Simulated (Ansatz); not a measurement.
Strength of the C–O bond: C4H9O → C2H5O + C2H4

Species: C4H9O `[CH2]COCC`, doublet; C2H5O (ethoxy radical) `CC[O]`, doublet; C2H4 `[CH2][CH2]`, triplet. 

Shapes, held fixed at every level: PBE0-D4/def2-TZVP. Flexible molecules stand in one conformer, not always the lowest. Programs: Ansatz 0.2.0. Electronic energies: no zero-point or thermal term.

Q: Estimate ΔE of this reaction.

A: The highest level, CCSD(T)/CBS estimate, gives ΔE = +374.8 kJ/mol; the levels span +209.8 to +402.2. The column of differences is taken from that level and isn't an error. Hartree–Fock misses the correlation of the pair that is broken and comes out low. No measured value is set beside it here. Open shells run unrestricted unless RO is named. The CBS estimate extrapolates MP2 from def2-TZVPP and def2-QZVPP and adds CCSD(T) − MP2 in the triple-zeta set, cores frozen.

| level | kind | ΔE (kJ/mol) | less CCSD(T)/CBS estimate |
| --- | --- | --- | --- |
| HF/def2-TZVPP | Hartree–Fock | +209.8 | -165.0 |
| B3LYP-D4/def2-TZVPP | global hybrid | +340.2 | -34.6 |
| PBE0-D4/def2-TZVPP | global hybrid | +348.7 | -26.1 |
| wB97X-V/def2-TZVPP | range-separated hybrid | +361.7 | -13.1 |
| MP2/def2-TZVPP | perturbation theory | +402.2 | +27.4 |
| CCSD(T)/def2-TZVPP | coupled cluster or CI | +364.2 | -10.6 |
| CCSD/def2-TZVPP | coupled cluster or CI | +350.2 | -24.6 |
| CCSD(T)/CBS estimate | coupled cluster or CI | +374.8 | 0.0 |
